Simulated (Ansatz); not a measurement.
A made-up structure of CH$_{6}$AlSi (charge -1), singlet:

```xyz
9
angstrom
C 0.9481 -1.2565 1.6484
Al 0.5087 -0.2220 -0.4391
Si -0.8082 1.2603 -0.7177
H -0.1539 2.5056 -0.9115
H -1.5811 1.0245 -1.8854
H -1.7062 1.4029 0.3730
H 1.5392 -0.2437 -1.7089
H 1.2905 -2.2351 1.4281
H -0.0039 -1.4605 2.0675
```

It is relaxed with PBE-D4/def2-SVPD and then PBE0-D4/def2-TZVPD (Ansatz 0.2.0). Atoms count as bonded within 1.22 times the sum of their covalent radii (H–H: 0.88 Å). The end point is not checked to be a true minimum.

(1) Does its bonding change? (Judge from chemistry; the calculation decides.)

Results:

(1) The calculation gives: No: no bond forms or breaks.

Where it ends: The first stage lowers the energy by 3.48 eV in 8 steps. It ends as CH₆AlSi ([CH2][AlH][SiH3]), total charge -1:
```xyz
9
angstrom
C 0.7648 -1.4256 1.2440
Al 0.7996 -0.4528 -0.3085
Si -0.8809 1.3319 -0.6900
H -0.3394 2.7246 -0.9068
H -1.7693 1.1658 -1.8995
H -1.8706 1.5285 0.4267
H 1.8412 -0.6105 -1.5416
H 1.4603 -2.2281 1.4985
H 0.0275 -1.2585 2.0314
```

Labels in which every atom is bracketed show which atoms are joined, not bond orders.

For scale, one of the runs: PBE0-D4/def2-TZVPD relaxation, 177 basis functions, launched by `ansatz run in.yaml --threads 2 --pin off --events-out ev --progress --plain --max-ram 4352MiB`. Hardware: 2 CPU threads of an Arm Neoverse V2, shared host. Wall time about 23 s.
